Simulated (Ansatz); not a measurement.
Polycrystal shear modulus (GPa) of solids drawn from the class of elemental solids other than molecular ones, at two levels: PBE (PAW; Ansatz, an electronic-structure program), and PBEsol (Ansatz, PAW).

| solid | PBE | PBEsol | shift (%) |
|---|---|---|---|
| hcp Hf | 56.2 | 57.1 | +1.6 |
| fcc Ca | 8.54 | 8.51 | -0.4 |
| hcp Re | 176 | 189 | +7.4 |
| hcp Co | 104 | 122 | +17.3 |
| hcp Tl | 4.74 | 5.99 | +26 |
| fcc Ni | 98.6 | 113 | +14.6 |
| fcc Pd | 41.6 | 51.2 | +23 |
| fcc Rh | 154 | 175 | +13.6 |
| fcc Pb | 10.9 | 12.4 | +13.8 |
| hcp Os | 263 | 284 | +8.0 |

The shifts run from -0.4 % to +26 %, with a median of +13.7 %.

Over all 10 rows PBEsol is the larger in 9.

Ansatz's runs of these crystals have no spin polarisation, but for hcp Co, fcc Ni.

Density-functional runs with spin start from parallel moments for hcp Co, parallel moments for fcc Ni.

Spin–orbit coupling is left out, also for the solids with elements from indium on (hcp Hf, hcp Re, hcp Tl, fcc Pb, hcp Os); its size isn't shown.

Each level is taken at its own relaxed cell. Ansatz's density-functional and Hartree–Fock values are scalar-relativistic unless marked +SOC, with PAW data made under PBE.
